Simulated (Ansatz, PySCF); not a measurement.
Pair of molecules: CH3NO (SMILES NC=O) (first 6 atoms) with CH3NO (SMILES NC=O); geometry from S22 set.
(charge 0, multiplicity 1):
```xyz
12

C     -2.01865     0.05288     0.00000
O     -1.45220     1.14363     0.00000
N     -1.40777    -1.14248     0.00000
H     -1.96460    -1.97704     0.00000
H     -0.38724    -1.20778     0.00000
H     -3.11706    -0.01370     0.00000
C      2.01865    -0.05288     0.00000
O      1.45220    -1.14363     0.00000
N      1.40777     1.14248     0.00000
H      1.96460     1.97704     0.00000
H      0.38724     1.20778     0.00000
H      3.11706     0.01370     0.00000
```

Counterpoise-corrected where a basis set is named; no monomer relaxation. Rows marked so take none.

Rows in 3-21G, 6-31G* carry no dispersion term and start afresh at each structure (6-31G* with six Cartesian d functions).

Run with Ansatz (Gaussian orbitals); PySCF for 3-21G rows, 6-31G* rows, the dispersion terms. 

One of these levels gives -28.51 kcal/mol for the interaction energy. Which one is it?
A. HF/6-31G*
B. CAM-B3LYP-D4/def2-TZVPPD
C. B3LYP/3-21G (no counterpoise)
D. BLYP-D3(BJ)/def2-TZVPPD

C, B3LYP/3-21G (no counterpoise). The others give -12.51 (HF/6-31G*), -15.54 (BLYP-D3(BJ)/def2-TZVPPD), -17.18 (CAM-B3LYP-D4/def2-TZVPPD)

Ansatz is an electronic-structure program.
